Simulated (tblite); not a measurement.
Q: Give a GFN2-xTB geometry of InChI=1S/C5H10Cl/c1-5(2)3-4-6/h4-5H,3H2,1-2H3. (Doublet state.)

A: 
```xyz
16
C5H10Cl angstrom
C     -0.4769    1.2838    0.5928
C     -0.3475    0.0885   -0.3447
C     -1.6234   -0.7456   -0.3325
C      0.8606   -0.8001    0.0587
C      2.1547   -0.0970    0.0275
Cl     2.8134    0.3638   -1.4683
H     -1.3346    1.8917    0.3134
H     -0.6124    0.9490    1.6192
H      0.4126    1.9073    0.5465
H     -0.1694    0.4531   -1.3614
H     -2.4746   -0.1392   -0.6343
H     -1.8149   -1.1296    0.6673
H     -1.5442   -1.5882   -1.0157
H      0.6942   -1.1792    1.0689
H      0.8829   -1.6471   -0.6340
H      2.5717    0.3979    0.8852
```

Any rigid rotation of these coordinates is as good. Atoms count from 1 in this order. Of the pairs four or more bonds apart, C5···H9 is among the closest relative to their van der Waals radii: 2.71 Å, 93 % of the sum of Bondi's values. The 4 C–C bonds span 1.473 Å (C4–C5, drawn single) to 1.553 Å (C2–C4, drawn single), a spread of 0.080 Å. C5 (carbon bonded to C, Cl and H) is almost planar (angles 123.0°, 119.3° and 115.3°, sum 357.5°, 0.12 Å off the plane of its three neighbours).

Bonds between heavy atoms (Å): C1–C2 1.525, C2–C3 1.524, C2–C4 1.553, C4–C5 1.473, C5–Cl6 1.698.

The geometry is computed with GFN2-xTB (gas phase). This method treats the open shell by occupation alone, without spin polarisation.

Point group: C1 (no symmetry element, even within 0.4 Å). Its GFN2-xTB frequencies are all real (lowest 49 cm⁻¹). Torsions: C1–C2–C4–C5 -60°, C2–C4–C5–Cl6 -69°.

One conformer stands for the species.
